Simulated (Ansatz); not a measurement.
Cost and result for the atomization energy of C3H4F2O, SMILES `C=CC(O)(F)F` (10 atoms, 9 bonds).

Cartesian coordinates in Å:
```
C 0.751 0.901 -1.082
C -0.139 -0.037 -0.815
C -0.445 -0.524 0.561
O 0.288 0.097 1.509
F -1.779 -0.367 0.819
F -0.252 -1.876 0.626
H 1.319 1.378 -0.293
H 0.935 1.218 -2.102
H -0.718 -0.528 -1.590
H 0.039 -0.262 2.368
```

Total charge 0; spin multiplicity 1. All single points use the PBE0-D4/def2-TZVP geometry. It is one conformer, not always the lowest. Program: Ansatz. All runs use 4 threads of an Arm Neoverse V1 on a shared host. Times are those of one run each, without the atoms' runs, and a repeat can differ threefold. Electronic energies, without spin–orbit coupling; frozen cores. CCSD(T)/CBS adds CCSD(T) − MP2 in def2-TZVPP to the MP2 limit, and its time is that of the two runs behind it. T1 = 0.012. B3LYP takes the VWN-RPA correlation (the form of Gaussian; ORCA's B3LYP/G).

CCSD(T)/CBS is a level of theory with its own doubt, some kJ/mol a heavy atom from the limit and from the frozen cores, so smaller differences don't rank the functionals.

```json
{"level": "PBE-D4/def2-TZVPP (with forces)", "functions": "242", "wall time": "2.4 s", "atomization (kcal/mol)": "1033.5", "difference from CCSD(T)/CBS": "37.2", "per bond": "4.1"}
{"level": "PBE0-D4/def2-TZVPP", "functions": "242", "wall time": "2.8 s", "atomization (kcal/mol)": "1002.7", "difference from CCSD(T)/CBS": "6.4", "per bond": "0.7"}
{"level": "B3LYP-D4/def2-TZVPP (with forces)", "functions": "242", "wall time": "4.4 s", "atomization (kcal/mol)": "993.1", "difference from CCSD(T)/CBS": "-3.2", "per bond": "-0.3"}
{"level": "r2SCAN-D4/def2-TZVPP (with forces)", "functions": "242", "wall time": "5.5 s", "atomization (kcal/mol)": "1001.8", "difference from CCSD(T)/CBS": "5.5", "per bond": "0.6"}
{"level": "B2PLYP/def2-TZVPP", "functions": "242", "wall time": "6 s", "atomization (kcal/mol)": "986.1", "difference from CCSD(T)/CBS": "-10.2", "per bond": "-1.1"}
{"level": "ωB97X-V/def2-TZVPP", "functions": "242", "wall time": "7.5 s", "atomization (kcal/mol)": "997.8", "difference from CCSD(T)/CBS": "1.5", "per bond": "0.2"}
{"level": "ωB97M-V/def2-TZVPP (with forces)", "functions": "242", "wall time": "11 s", "atomization (kcal/mol)": "1000.6", "difference from CCSD(T)/CBS": "4.3", "per bond": "0.5"}
{"level": "MP2/def2-QZVPP", "functions": "462", "wall time": "24 s", "atomization (kcal/mol)": "1016.1", "difference from CCSD(T)/CBS": "19.8", "per bond": "2.2"}
{"level": "CCSD(T)/def2-TZVPP", "functions": "242", "wall time": "4 min", "atomization (kcal/mol)": "969.8", "difference from CCSD(T)/CBS": "-26.5", "per bond": "-2.9"}
{"level": "CCSD(T)/CBS(def2)", "functions": "–", "wall time": "4.4 min", "atomization (kcal/mol)": "996.3", "difference from CCSD(T)/CBS": "0.0", "per bond": "0.0"}
```

In def2-TZVPP, CCSD(T) changes the Hartree–Fock value by +268.8 kcal/mol (the triples alone add +18.9 kcal/mol) and MP2 by +299.5 kcal/mol; breaking electron pairs costs correlation energy, which Hartree–Fock lacks. The D4 term adds +6.4 kcal/mol with B3LYP and +3.3 kcal/mol with PBE0; it sums over pairs of atoms, weighted by their polarisabilities, and B3LYP, whose exchange is more repulsive, gets the larger term. From PBE to PBE0 (25 % exact exchange), in def2-TZVPP and without D4, the atomization energy moves by −30.1 kcal/mol: exact exchange takes away binding that semilocal exchange gives to molecules.
